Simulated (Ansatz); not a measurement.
The same path of FH + H2Si (5 atoms, charge 0, multiplicity 1) was run twice with different band settings. Lost on the way: H2–F3. Made: Si1–H2.

These are results of Ansatz, UKS B3LYP/def2-SVP, not measurements.

Relaxed end points:

```xyz
5
Properties=species:S:1:pos:R:3
Si -0.720 0.038 0.645
H 0.361 -1.360 -1.224
F 0.719 -0.531 -0.982
H 0.466 0.422 1.527
H -0.826 1.432 0.034
```

```xyz
5
Properties=species:S:1:pos:R:3
Si -0.033 -0.008 0.024
H -0.603 -1.324 -0.370
F 1.271 0.292 -0.904
H 0.395 -0.034 1.448
H -1.030 1.074 -0.197
```

Common settings: movable images 7; climbing image yes; spring 5.0 eV/Å²; optimiser quadratic models (default); force threshold 0.05 eV/Å; iteration limit 60; end points relaxed.

| run | start path |
| --- | --- |
| 1 | through a guess of the saddle point |
| 2 | straight line |

**Question.** What does each run give, and how far can it be trusted?

**Answer.** Run 1: converged after 6 iterations, highest image 0.360 eV above the first end. Neighbouring images differ by up to 1.3 eV, so the band resolves the path poorly. A vibrational analysis at the climbing image gives one clearly imaginary mode, 1182i cm⁻¹: a first-order saddle point.
Run 2: converged after 8 iterations, highest image 0.360 eV above the first end. Neighbouring images differ by up to 1.3 eV, so the band resolves the path poorly. Another band between the same ends (7 images) ends at a top of the same energy, where a vibrational analysis finds 1 clearly imaginary mode.
The orbitals stay closed-shell, which can raise the energy where a bond breaks towards radicals; this wasn't checked here.
